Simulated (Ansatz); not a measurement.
# How the smallest direct gap on the k points sampled of tetradymite Bi2Se3 moves with the method

No measured value is used here.

```csv
level (code),value (eV)
LDA+SOC (Ansatz),0.32
PBE+SOC (Ansatz),0.37
r²SCAN+SOC (Ansatz),0.21
r²SCAN0 (Ansatz),1.36
G0W0@PBEsol (Ansatz),0.75
```

At these levels the smallest gap is indirect and lower: LDA+SOC 0.24, PBE+SOC 0.24 eV. Computed values are for a static lattice. Levels without +SOC have no spin–orbit coupling; where heavier elements are present it shifts gaps, mostly down, and can invert bands.  G0W0@PBEsol: filled d or f shells below the valence bands can shift G0W0 gaps through exchange with them, which wasn't tested here. G0W0@PBEsol: a quasiparticle level at a band edge is in doubt. Values are at the measured cell. Cutoffs and k meshes differ between the levels. Ansatz's density-functional and Hartree–Fock values are scalar-relativistic unless marked +SOC, with PAW data made under PBE.

Ansatz is a first-principles code.
